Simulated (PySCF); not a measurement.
PySCF input (PBE/def2-TZVP):

```python
import numpy as np, basis_set_exchange as bse
from pyscf import gto, scf, dft, df

basis = {'C': gto.basis.parse(bse.get_basis('def2-TZVP', elements=['C'], fmt='nwchem')), 'F': gto.basis.parse(bse.get_basis('def2-TZVP', elements=['F'], fmt='nwchem')), 'H': gto.basis.parse(bse.get_basis('def2-TZVP', elements=['H'], fmt='nwchem'))}
mol = gto.M(
    atom='''
    C     0.13152232    0.38672480    0.01599482
    C     1.26715633   -0.26934746   -0.00652910
    F    -1.14692546   -0.29258346   -0.01565564
    H    -0.14655768    1.44553984    0.05762139
    H     2.07681501    0.48344726    0.02648506
    ''',
    basis=basis,
    charge=-1,
    verbose=4,
    max_memory=8640,
)
mf = dft.RKS(mol, xc='pbe')
mf.grids.level = 3
mf = mf.density_fit(auxbasis=df.autoaux(mol))
mf.conv_tol = 1e-9
mf.max_cycle = 100
print('smallest overlap eigenvalue', np.linalg.eigvalsh(mol.intor('int1e_ovlp'))[0])
mf.kernel()
dip = mf.dip_moment()
```

Output:

```
PySCF version 2.14.0

[INPUT] verbose = 4
[INPUT] num. atoms = 5
[INPUT] num. electrons = 24
[INPUT] charge = -1
[INPUT] spin (= nelec alpha-beta = 2S) = 0
[INPUT] symmetry False subgroup None
[INPUT] Mole.unit = angstrom
[INPUT] Symbol           X                Y                Z      unit          X                Y                Z       unit  Magmom
[INPUT]  1 C      0.131522320000   0.386724800000   0.015994820000 AA    0.248541164067   0.730803957577   0.030225829212 Bohr   0.0
[INPUT]  2 C      1.267156330000  -0.269347460000  -0.006529100000 AA    2.394578420709  -0.508992931747  -0.012338210840 Bohr   0.0
[INPUT]  3 F     -1.146925460000  -0.292583460000  -0.015655640000 AA   -2.167375004691  -0.552902607978  -0.029584871905 Bohr   0.0
[INPUT]  4 H     -0.146557680000   1.445539840000   0.057621390000 AA   -0.276953876652   2.731674399748   0.108888646017 Bohr   0.0
[INPUT]  5 H      2.076815010000   0.483447260000   0.026485060000 AA    3.924611580286   0.913582917071   0.050049509793 Bohr   0.0

nuclear repulsion = 58.9481791849866
number of shells = 41
number of NR pGTOs = 154
number of NR cGTOs = 105
basis = {'C': [[0, [13575.349682, 0.00022245814352], [2035.233368, 0.0017232738252], [463.22562359, 0.0089255715314], [131.20019598, 0.035727984502], [42.853015891, 0.11076259931], [15.584185766, 0.24295627626]], [0, [6.2067138508, 0.41440263448], [2.5764896527, 0.23744968655]], [0, [0.57696339419, 1.0]], [0, [0.22972831358, 1.0]], [0, [0.095164440028, 1.0]], [1, [34.697232244, 0.0053333657805], [7.9582622826, 0.035864109092], [2.3780826883, 0.14215873329], [0.81433208183, 0.34270471845]], [1, [0.28887547253, 0.46445822433]], [1, [0.10056823671, 0.24955789874]], [2, [1.097, 1.0]], [2, [0.318, 1.0]], [3, [0.761, 1.0]]], 'F': [[0, [35479.100441, 0.00021545014888], [5318.4728983, 0.0016700686527], [1210.4810975, 0.0086733211476], [342.8551814, 0.035049933175], [112.01943181, 0.11165320133], [40.714740248, 0.25988506647]], [0, [16.039678111, 0.3942296688], [6.503818674, 0.24998238551]], [0, [1.5440477509, 1.0]], [0, [0.61223452862, 1.0]], [0, [0.24027979698, 1.0]], [1, [80.233900483, 0.0063685999134], [18.594010743, 0.04430314353], [5.6867902653, 0.16867248708], [1.9511006294, 0.36166346255]], [1, [0.66970211298, 0.44202901491]], [1, [0.2165130041, 0.2431987573]], [2, [3.107, 1.0]], [2, [0.855, 1.0]], [3, [1.917, 1.0]]], 'H': [[0, [34.061341, 0.0060251978], [5.1235746, 0.045021094], [1.1646626, 0.20189726]], [0, [0.32723041, 1.0]], [0, [0.10307241, 1.0]], [1, [0.8, 1.0]]]}
ecp = {}
ETB for F: l = 0, exps = 0.4330260082 * 1.8^n , n = 0..15
ETB for F: l = 1, exps = 0.4330260082 * 1.8^n , n = 0..12
ETB for F: l = 2, exps = 0.4330260082 * 1.8^n , n = 0..11
ETB for F: l = 3, exps = 1.0715130041 * 2.2^n , n = 0..6
ETB for F: l = 4, exps = 1.71 * 2.2^n , n = 0..2
ETB for H: l = 0, exps = 0.20614482 * 1.8^n , n = 0..10
ETB for H: l = 1, exps = 0.90307241 * 2^n , n = 0..2
ETB for H: l = 2, exps = 1.6 * 2.2^n , n = 0..0
ETB for C: l = 0, exps = 0.190328880056 * 1.8^n , n = 0..15
ETB for C: l = 1, exps = 0.195732676738 * 1.8^n , n = 0..12
ETB for C: l = 2, exps = 0.20113647342 * 1.8^n , n = 0..11
ETB for C: l = 3, exps = 0.41856823671 * 2.2^n , n = 0..6
ETB for C: l = 4, exps = 0.636 * 2.2^n , n = 0..2
smallest overlap eigenvalue 0.00017378475466476564

******** <class 'pyscf.df.df_jk.DFRKS'> ********
method = DFRKS
initial guess = minao
damping factor = 0
level_shift factor = 0
DIIS = <class 'pyscf.scf.diis.CDIIS'>
diis_start_cycle = 1
diis_space = 8
diis_damp = 0
SCF conv_tol = 1e-09
SCF conv_tol_grad = None
SCF max_cycles = 100
direct_scf = False
XC library pyscf.dft.libxc version 7.1.2
    S. Lehtola, C. Steigemann, M. J. T. Oliveira, and M. A. L. Marques,  SoftwareX 7, 1–5 (2018)
XC functionals = pbe
    J. P. Perdew, K. Burke, and M. Ernzerhof,  Phys. Rev. Lett. 77, 3865 (1996)
    J. P. Perdew, K. Burke, and M. Ernzerhof,  Phys. Rev. Lett. 78, 1396 (1997)
    J. P. Perdew, K. Burke, and M. Ernzerhof,  Phys. Rev. Lett. 77, 3865 (1996)
    J. P. Perdew, K. Burke, and M. Ernzerhof,  Phys. Rev. Lett. 78, 1396 (1997)
radial grids:
    Treutler-Ahlrichs [JCP 102, 346 (1995); DOI:10.1063/1.469408] (M4) radial grids

becke partition: Becke, JCP 88, 2547 (1988); DOI:10.1063/1.454033
pruning grids: <function nwchem_prune>
grids dens level: 3
symmetrized grids: False
atomic radii adjust function: <function treutler_atomic_radii_adjust>
small_rho_cutoff = 0
Set gradient conv threshold to 3.16228e-05
Initial guess from minao.
tot grids = 62120
init E= -177.132390902296
  HOMO = -0.266877981287447  LUMO = -0.0629510131551605  gap/eV = 5.54914
cycle= 1 E= -176.917780049624  delta_E= 0.215  |g|= 0.739  |ddm|= 1.75
  HOMO = 0.203035176833584  LUMO = 0.245645666708167  gap/eV = 1.15949
cycle= 2 E= -176.468457636794  delta_E= 0.449  |g|= 1.45  |ddm|= 10.1
  HOMO = 0.0520234882990209  LUMO = 0.231963997101359  gap/eV = 4.89643
cycle= 3 E= -177.038680461552  delta_E= -0.57  |g|= 0.252  |ddm|= 9.43
  HOMO = 0.061227962495142  LUMO = 0.221280116521981  gap/eV = 4.35524
cycle= 4 E= -177.05221595086  delta_E= -0.0135  |g|= 0.158  |ddm|= 0.503
  HOMO = 0.0588909515269229  LUMO = 0.223282888687074  gap/eV = 4.47333
cycle= 5 E= -177.057868567457  delta_E= -0.00565  |g|= 0.0374  |ddm|= 0.208
  HOMO = 0.0626565601305131  LUMO = 0.226820340286616  gap/eV = 4.46712
cycle= 6 E= -177.058079114488  delta_E= -0.000211  |g|= 0.0185  |ddm|= 0.0624
  HOMO = 0.0611497034211368  LUMO = 0.225680135214298  gap/eV = 4.47710
cycle= 7 E= -177.058152300257  delta_E= -7.32e-05  |g|= 0.00118  |ddm|= 0.031
  HOMO = 0.0611418079436454  LUMO = 0.225660989856619  gap/eV = 4.47679
cycle= 8 E= -177.058152610504  delta_E= -3.1e-07  |g|= 0.000441  |ddm|= 0.00334
  HOMO = 0.0611369768593164  LUMO = 0.22566196753129  gap/eV = 4.47695
cycle= 9 E= -177.058152676925  delta_E= -6.64e-08  |g|= 4.38e-05  |ddm|= 0.00111
  HOMO = 0.061135799705081  LUMO = 0.225659925653769  gap/eV = 4.47693
cycle= 10 E= -177.058152677603  delta_E= -6.77e-10  |g|= 5.89e-06  |ddm|= 0.000115
  HOMO = 0.0611377380455309  LUMO = 0.2256615893711  gap/eV = 4.47692
Extra cycle  E= -177.058152677603  delta_E= -6.54e-13  |g|= 5.88e-06  |ddm|= 1.94e-05
converged SCF energy = -177.058152677603

WARN: System has nonzero charge -1; the dipole moment is origin-dependent.
Location of origin: [0. 0. 0.]

Dipole moment(X, Y, Z, Debye): -2.62744,  2.52487,  0.09259
```
